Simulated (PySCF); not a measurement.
A PySCF script (with the pyscf-properties extension) for the NMR shieldings of SMILES O=S(=O)(O)O, H₂O₄S, on a PBE0-D3(BJ)/def2-TZVP geometry:

```python
import basis_set_exchange as bse
import numpy as np
from pyscf import gto, dft
from pyscf.prop import nmr

atoms = """
O    -0.637176   -0.637239   -1.418673
S    -0.299425   -0.327019   -0.078829
O    -0.866581   -0.970481    1.048049
O    -0.515627    1.231140    0.068631
O     1.265324   -0.463764    0.089971
H    -0.601034    1.446538    1.007462
H     1.686625   -0.308004   -0.766570
"""
names = dict.fromkeys(["O", "S", "H"], "pcSseg-2")
basis = {el: gto.basis.parse(bse.get_basis(n, elements=[el], fmt="nwchem")) for el, n in names.items()}
mol = gto.M(atom=atoms, basis=basis, charge=0, verbose=0)
mf = dft.RKS(mol, xc="PBE0")
mf.grids.level = 2
mf.grids.alignment = dft.numint.BLKSIZE   # the property module wants whole blocks of grid points
mf.conv_tol = 1e-9
mf.kernel()

calc = nmr.RKS(mf)   # GIAO
C = mf.mo_coeff
Co = C[:, mf.mo_occ > 0]
resp = mf.gen_response(singlet=True, hermi=2)
def vind(x):   # induced exchange potential for any number of trial vectors
    d = np.einsum("pi,xij,qj->xpq", C, 2 * x.reshape(-1, C.shape[1], Co.shape[1]), Co, optimize=True)
    return np.einsum("xpq,pi,qj->xij", resp(d - d.transpose(0, 2, 1)), C, Co, optimize=True).ravel()
mo1, _ = nmr.rhf.solve_mo1(calc, with_cphf=vind)
sigma = calc.kernel(mo1)
for i, s in enumerate(sigma):   # ppm
    w = np.linalg.eigvalsh((s + s.T) / 2)
    print("%2d %-2s iso %8.1f  s11 %8.1f  s22 %8.1f  s33 %8.1f" % (i, mol.atom_pure_symbol(i), w.mean(), *w))
```

**Question.** What are the results?

**Answer.** 
```
 0 O  iso    122.8  s11     82.8  s22    114.2  s33    171.3
 1 S  iso    183.1  s11     33.1  s22    132.4  s33    383.8
 2 O  iso    123.4  s11     83.0  s22    114.8  s33    172.4
 3 O  iso    136.7  s11     45.2  s22     88.7  s33    276.3
 4 O  iso    136.7  s11     45.1  s22     89.3  s33    275.5
 5 H  iso     26.3  s11     21.0  s22     22.6  s33     35.1
 6 H  iso     26.3  s11     21.0  s22     22.6  s33     35.2
```

These numbers come from an equivalent density-fitted implementation of the same equations, which agrees with the script to about 0.01 ppm for H and up to a few tenths of a ppm for heavy atoms, so last digits may differ.

**Question.** Turn these shieldings into chemical shifts. δ = σ(ref) − σ, references computed at the same level: ¹⁷O (σ = 329.54 ppm) vs H2O; CS2 for ³³S (σ = 512.98 ppm); TMS for ¹H (σ = 31.52 ppm).

**Answer.** Averaging equivalent atoms: O 0/2: 206.5; O 3/4: 192.8; S 1: 330; H 5/6: 5.25 ppm. Experimental scales use liquid or dissolved standards, which lie at an offset from isolated H2O (liquid H2O: subtract about 36 ppm).

Size and cost of the density-fitted run: 215 basis functions, 11 s wall time on 1 thread of an Intel Xeon 6975P-C, shared host; peak memory 0.92 GiB.
